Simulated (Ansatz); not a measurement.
# Stretch profile

SiH4O (SMILES O[SiH3]), closed shell, at its PBE0-D4/def2-TZVP minimum:

O1  (0.637, -1.030, 0.419)
Si2  (-0.036, 0.347, -0.187)
H3  (0.069, -1.629, 0.905)
H4  (-1.128, 0.046, -1.153)
H5  (1.061, 1.065, -0.876)
H6  (-0.602, 1.202, 0.892)
(Å)

The bond length O1–H3 (0.958 Å at the minimum) is set to the values below, the two halves moving rigidly along the bond. Each method's energies count from its own value at the PBE0-D4 minimum structure. Ansatz 0.2.0; basis: def2-TZVPP; cores frozen in the correlated methods. B3LYP uses VWN-RPA correlation.

```tsv
bond length (Å)	CCSD(T) (eV)	HF (eV)	PBE0-D4 (eV)	B3LYP-D4 (eV)
0.785	1.217	1.050	1.210	1.223
0.826	0.633	0.503	0.628	0.640
0.885	0.164	0.091	0.161	0.170
0.954	0.000	-0.003	0.000	0.000
1.030	0.122	0.199	0.127	0.115
1.113	0.466	0.634	0.479	0.451
1.200	0.949	1.217	0.972	0.925
1.292	1.515	1.894	1.551	1.481
1.388	2.110	2.612	2.171	2.078
```

Minimum and curvature along this coordinate at CCSD(T): A fifth-order fit through the nearest points gives 0.957 Å, with a curvature of about 54 eV/Å².

Treat the two halves as rigid bodies and work out the harmonic wavenumber of this stretch from that curvature (ν̃ = 521.5 √(k/μ) cm⁻¹ with k in eV/Å² and μ in u).

The halves weigh 47.11 and 1.01 u, so μ = 47.11 × 1.01/48.12 = 0.989 u and ν̃ = 521.5 √(54/0.989) ≈ 3900 cm⁻¹. A true normal mode mixes in other motions, so this is a guide only.

Largest difference from the CCSD(T) curve over the scan: PBE-D4 0.187; r2SCAN-D4 0.024; wB97M-V 0.045; MP2 0.039 eV. Each curve counts from its own value at the minimum.

No T1 diagnostic of these runs exceeds 0.014. The restricted Hartree–Fock reference is unstable towards an unrestricted one here.

For scale, one of the runs: CCSD(T)/def2-TZVPP, 129 basis functions (an equivalent command: `ansatz run in.yaml --threads 2`). The run took 2.9 s on 2 CPU threads (shared host), with 0.68 GiB of host memory at its peak.
